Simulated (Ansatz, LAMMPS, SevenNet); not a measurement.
**Rock-salt CaO: properties by level of theory**

Reference values: elastic constant C11 219 GPa (measured, room temperature, no zero-point or thermal correction; as tabulated in Speziale et al. (2006), doi:10.1029/2005jb003823); elastic constant C44 80 GPa (measured, room temperature, no zero-point or thermal correction; as tabulated in Speziale et al. (2006), doi:10.1029/2005jb003823).

```tsv
level (code)	elastic constant C11 (GPa)	elastic constant C44 (GPa)
ionic model cherry1995 (shell model, LAMMPS)	275	114
SevenNet-l3i5	___	68.2
PBE0 (Ansatz)	222	___
r²SCAN0 (Ansatz)	241	___
```

Problem. Fill in the missing entries.

Solution. 
- SevenNet-l3i5, elastic constant C11 (GPa): 195
- PBE0 (Ansatz, a quantum-chemistry and plane-wave program), elastic constant C44 (GPa): 81.1
- r²SCAN0 (Ansatz), elastic constant C44 (GPa): 83.0

Differences from the reference values (errors of the level alone only where the reference is corrected to a static lattice):

```json
[
 {"level": "ionic model cherry1995", "elastic constant C11 (%)": "+26", "elastic constant C44 (%)": "+42"},
 {"level": "SevenNet-l3i5", "elastic constant C11 (%)": "-11.0", "elastic constant C44 (%)": "-14.7"},
 {"level": "PBE0", "elastic constant C11 (%)": "+1.4", "elastic constant C44 (%)": "+1.4"},
 {"level": "r²SCAN0", "elastic constant C11 (%)": "+10.0", "elastic constant C44 (%)": "+3.8"}
]
```

Nearest: elastic constant C11, not ranked (reference at room or unstated temperature); elastic constant C44, not ranked (reference at room or unstated temperature). Empirical potentials aren't ranked on values they can be fitted to.

Empirical potentials (ionic model cherry1995) are fitted to chosen data: where that held the value shown, agreement is built in, and what lay outside the fit can be far off. Machine-learned potentials (SevenNet-l3i5) are trained on DFT data: a solid inside that data is no test of them.

Ansatz's density-functional and Hartree–Fock values are scalar-relativistic unless marked +SOC, with PAW data made under PBE.

Unless a cell is named, each level is at its own relaxed cell (ionic model cherry1995 12.19, SevenNet-l3i5 14.19, PBE0 13.80, r²SCAN0 13.64 Å³/atom).

Differences are worked out from the printed values.

Static lattice: no zero-point or thermal effects.
